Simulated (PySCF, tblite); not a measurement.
**A complex of methanol and 2 × hydrogen fluoride**

A gas-phase complex of methanol and 2 × hydrogen fluoride; neutral, singlet. The structure comes from a short search (6 tight-binding starts) and was relaxed by PBE0-D3(BJ)/def2-SVPD; another way of binding may lie lower. No frequency run checks that it is a minimum.

```csv
part,name,SMILES,atoms,charge,multiplicity
1,methanol,CO,1–6,0,1
2,hydrogen fluoride,F,7–8,0,1
3,hydrogen fluoride,F,9–10,0,1
```

Coordinates in Å:
```
C1     -0.434   -0.081   -0.026
O2      0.907   -0.527   -0.131
H3     -0.643    0.276    0.992
H4     -1.079   -0.942   -0.237
H5     -0.654    0.718   -0.750
H6      1.525    0.207    0.001
F7      1.961   -1.202   -2.242
H8      1.434   -1.068   -1.431
F9      3.071    0.867   -1.281
H10     2.851    0.131   -1.829
```

Contacts between parts, classed by geometry: H8···O2 1.503 Å (hydrogen bond, 163°); H10···F7 1.656 Å (hydrogen bond, 154°); H6···F9 2.114 Å (hydrogen bond, 128°).

Interaction energies are complex less parts, with the parts frozen as they stand in it; counterpoise-corrected, in kcal/mol (PySCF).

How strongly do the parts interact, level by level?


| level | interaction | superposition error removed |
| --- | --- | --- |
| wB97M-D3(BJ)/def2-TZVPD | -21.56 | -0.21 |
| PBE0-D3(BJ)/def2-TZVPD | -23.24 | -0.21 |

What holds them together? Decompose the wB97M-D3(BJ)/def2-TZVPD energy: frozen parts, their antisymmetrised product, then relaxation.

electrostatic -39.4, Pauli repulsion +46.0, orbital relaxation -26.3, dispersion correction -2.0 kcal/mol, which sum to the value before the counterpoise correction; the Pauli term holds the exchange-correlation of the frozen density too. Of the attraction, 58 % is electrostatic, 39 % is orbital relaxation, 3 % is dispersion correction.

The parts were also relaxed and run alone, at the levels used for the complex: shieldings by PBE0/pcSseg-2.

Values alone: F7–H8 bond (Å): 0.920; shielding of H8 (ppm): 29.19; shielding of O2 (ppm): 328.4; shielding of H10 (ppm): 29.19; shielding of F7 (ppm): 410.9.

What does binding change?


| property | alone | in the complex | change |
| --- | --- | --- | --- |
| F7–H8 bond (Å) | 0.920 | 0.976 | +0.056 |
| shielding of H8 (ppm) | 29.19 | 19.82 | -9.37 |
| shielding of O2 (ppm) | 328.4 | 312.1 | -16.2 |
| shielding of H10 (ppm) | 29.19 | 24.13 | -5.06 |
| shielding of F7 (ppm) | 410.9 | 369.8 | -41.1 |

Density functionals tend to overstate the lengthening and the red shift of so strongly bound an X–H bond.
